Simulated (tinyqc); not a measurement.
Stretching all distances: RHF, UHF, MP2, CISD and CCSD against full CI in the sto-3g basis, for HF, spin multiplicity 1. Computed by the program tinyqc with PySCF. 

Geometry (angstrom):
```
atom       x       y       z
F     0.0000  0.0000  0.0000
H     0.0000  0.0000  0.8610
```

All coordinates are multiplied by the scale. c0^2 is the weight of the RHF determinant in the lowest singlet FCI state (UHF is spin-contaminated and may lie near states of higher spin) and n(LUMO) the first natural occupation beyond the occupied space.

Full CI energy (hartree) and errors against it (kcal/mol):
```
scale   distance 1-2 (angstrom)      E(FCI)       RHF      UHF      MP2    CISD    CCSD  <S^2> UHF    c0^2  n(LUMO)
0.9100                   0.7835  -98.535106   10.7664  10.7664   3.1130  0.0000  0.0000     0.0000  0.9921   0.0156
1.1900                   1.0246  -98.602518   22.0212  22.0212   7.8968  0.0000  0.0000     0.0000  0.9754   0.0483
1.4600                   1.2571  -98.566941   39.5994  37.6198  16.2769  0.0000  0.0000     0.2153  0.9382   0.1217
1.7400                   1.4981  -98.519686   65.4167  29.6619  28.8874  0.0000  0.0000     0.7102  0.8694   0.2583
2.0200                   1.7392  -98.485448   97.1768  15.6611  43.0111  0.0000  0.0000     0.8918  0.7770   0.4426
2.3000                   1.9803  -98.466888  129.7743   6.8416  53.3450  0.0000  0.0000     0.9601  0.6864   0.6237
2.5700                   2.2128  -98.458759  157.2597   2.8094  55.4950  0.0000  0.0000     0.9849  0.6191   0.7583
2.8500                   2.4539  -98.455251  179.8030   1.0579  48.7103  0.0000  0.0000     0.9946  0.5719   0.8526
```

UHF parts from RHF first at scale 1.46 of those listed, where <S^2> leaves zero. The weight c0^2 goes from 0.99 to 0.57 and n(LUMO) from 0.02 to 0.85: static correlation grows as the bonds break into open-shell fragments. The spread of the error along the curve, which distorts its shape, is CISD 0.0, CCSD 0.0, UHF 36.6, MP2 52.4, RHF 169.0 kcal/mol. With one virtual orbital CISD and CCSD are exact.
